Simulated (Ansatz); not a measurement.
Si₃H₆⁺, that is cyclo-(SiH2)3 with one electron fewer. The state is a doublet with charge 1. Geometry PBE-D4/def2-TZVP, that of the neutral singlet; atoms count from 1.

```tsv
atom	x (Å)	y (Å)	z (Å)
Si1	-0.5222	-0.6988	-1.0320
H2	-0.8340	-0.0954	-2.3615
H3	-0.8467	-2.1544	-0.9641
Si4	-0.8183	0.6060	0.8884
H5	-1.3221	-0.0555	2.1283
H6	-1.3148	2.0054	0.7336
Si7	1.3404	0.0921	0.1441
H8	2.1570	-0.8782	0.9318
H9	2.1605	1.1788	-0.4686
```

**Question.** Estimate the Mulliken populations from the PBE0/def2-TZVP orbitals of Ansatz.

**Answer.** 
| atom | charge (e) | spin (α − β) |
| --- | --- | --- |
| Si1 | 0.13 | 0.41 |
| H2 | 0.11 | 0.00 |
| H3 | 0.11 | 0.00 |
| Si4 | 0.13 | 0.40 |
| H5 | 0.11 | 0.00 |
| H6 | 0.11 | 0.00 |
| Si7 | 0.07 | 0.10 |
| H8 | 0.11 | 0.05 |
| H9 | 0.11 | 0.05 |
Mulliken values depend strongly on the basis.

**Question.** Where does the spin sit?

**Answer.** Summed by element: Si 0.91, H 0.09, of 1 unpaired in all. Largest on single atoms: Si1 0.41, Si4 0.40, Si7 0.10.

**Question.** And the Mayer bond orders between heavy atoms (over 0.3)?

**Answer.** Si1–Si4 0.72 (2.34 Å); Si1–Si7 0.92 (2.34 Å); Si4–Si7 0.92 (2.34 Å).
